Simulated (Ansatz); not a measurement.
**fcc Au**

Level of theory: r²SCAN (PAW; Ansatz, a first-principles code).

Run with plane-wave cutoff 500 eV, 30×30×30 k mesh, Fermi–Dirac smearing 0.1 eV, scalar-relativistic PAW data made under PBE.

Cell: relaxed at this level.

```json
{
 "volume_per_atom": "17.54 Å³/atom",
 "lattice_parameter_a": "4.125 Å"
}
```

Measured, for comparison: equilibrium volume per atom 16.76 Å³/atom, lattice constant a 4.062 Å (static lattice: zero-point anharmonic expansion removed; as tabulated in Mejia-Rodriguez and Trickey (2018), arXiv:1807.09216). Computed (rounded) less measured: equilibrium volume per atom +4.7 %, lattice constant a +1.6 %.

Spin–orbit coupling is not included; it can shift volumes and moduli of such heavy elements.
